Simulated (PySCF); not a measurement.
Species, as SMILES: N (NH3).
Geometry (B3LYP-D3(BJ)/def2-TZVP, fixed):
```
N
H 1 1.0136
H 1 1.0136 2 107.33
H 1 1.0136 2 107.33 3 -115.09
```
Charge 0, spin multiplicity 1.

Basis-set convergence of the mean static polarisability at HF with PySCF. All functions are spherical. Density fitting with generated auxiliary sets. No added dispersion term, no relativity. Reference: the value in d-aug-cc-pVTZ, 13.02 bohr³, itself unsure by roughly 0.2 % (its mean distance from aug-pcseg-3, aug-cc-pVQZ, aug-pcseg-2). Deviations are taken from unrounded values. Cost is core time over that of aug-cc-pVTZ, rough, on shared machines of one kind; a dash marks a row that isn't timed (too short, read off another run, short of memory, by another algorithm or on other hardware).

| basis | functions | cost |
|---|---|---|
| def2-SVP | 29 | - |
| def2-TZVP | 49 | - |
| aug-cc-pVDZ | 50 | - |
| d-aug-cc-pVDZ | 71 | - |
| def2-TZVPP | 73 | - |
| jun-cc-pV(T+d)Z | 81 | - |
| aug-cc-pVTZ | 115 | 1× |
| def2-QZVPP | 147 | 2× |
| d-aug-cc-pVTZ | 158 | 2× |
| aug-cc-pVQZ | 218 | 7× |

Problem. Which is the smallest set listed that can be trusted to 2 % here, that is, within that of the reference together with its larger relatives (same family, alike in diffuse functions; a set with none to test it counts only in the reference's own line)?

Solution. The smallest set listed that lies within 2 % of the reference with all its larger relatives (same family, alike in diffuse functions; a set with none counts only in the reference's own line) is d-aug-cc-pVDZ (71 functions, 0.0 % off). Value minus reference over the reference: def2-SVP -37.7, def2-TZVP -23.5, aug-cc-pVDZ -2.6, d-aug-cc-pVDZ 0.0, def2-TZVPP -17.2, jun-cc-pV(T+d)Z -3.4, aug-cc-pVTZ -0.6, def2-QZVPP -8.9, d-aug-cc-pVTZ 0.0, aug-cc-pVQZ -0.3 %.
